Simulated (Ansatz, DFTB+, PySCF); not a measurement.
Band gap of diamond-structure Si: levels of theory against measurement

Reference value: 1.23 eV (measured, zero-point renormalisation of 0.06 eV added back here (the table's ZPR column); inputs from Chen et al. (2018), doi:10.1103/physrevmaterials.2.073803).

```csv
level (code),value (eV),cell (Å³/atom)
DFTB cp2k-nonscc (DFTB+),3.02 (direct),20.01
LDA (Ansatz),…,20.01
PBE (Ansatz),…,20.01
rVV10 (Ansatz),0.68,20.61
r²SCAN (Ansatz),0.76 (indirect),20.01
HSE06 (Ansatz),…,20.01
Hartree–Fock (Ansatz),6.34 (indirect),20.01
G0W0@PBE (PySCF),1.28 ± 0.06,20.01
G0W0@r²SCAN+SOC (Ansatz),1.28,20.01
```

What belongs in the gaps?


- LDA (Ansatz, a first-principles code), value (eV): 0.47 (indirect)
- PBE (Ansatz), value (eV): 0.57 (indirect)
- HSE06 (Ansatz), value (eV): 1.12 (indirect)

Errors against the reference: DFTB cp2k-nonscc +1.79 eV, LDA -0.76 eV, PBE -0.66 eV, rVV10 -0.55 eV, r²SCAN -0.47 eV, HSE06 -0.11 eV, Hartree–Fock +5.11 eV, G0W0@PBE +0.05 eV, G0W0@r²SCAN+SOC +0.05 eV.

Leaving aside DFTB cp2k-nonscc (doubt noted below): Once the reference is moved by up to 0.10 eV (a margin picked here for doubts on the reference and the settings) and values within 0.03 eV count as equal, the nearest can be G0W0@PBE (+0.05 eV), G0W0@r²SCAN+SOC (+0.05 eV) or HSE06 (-0.11 eV). Among them Hartree–Fock (+5.11 eV) misses by most. Within 0.3 eV: HSE06, G0W0@PBE, G0W0@r²SCAN+SOC.

Published values of wave-function and many-body methods: 1.7 ± 0.1 eV (published DMC value, backflow, extrapolated, pseudopotential, static lattice; Yang et al. (2020), arXiv:1910.07531).

Semilocal Kohn–Sham gaps run low as a rule, and all computed gaps are for a static lattice, while measured ones hold electron–phonon shifts unless said otherwise.  A ± on a computed value is a rough bar: the spread of its extrapolation, a floor set from checks against published values, or a statistical error. DFTB cp2k-nonscc, rVV10: the gap is read on the k mesh or supercell of the run alone and can be too large. DFTB cp2k-nonscc: this tight-binding set is not self-consistent in the charges. G0W0@r²SCAN+SOC: spin–orbit coupling enters as the shift of the gap found with a semilocal functional. Values are at the measured cell; rVV10 at the level's own equilibrium cell. Cutoffs and k meshes differ between the levels. Ansatz's density-functional and Hartree–Fock values are scalar-relativistic unless marked +SOC, with PAW data made under PBE.

Differences are worked out from the printed values.
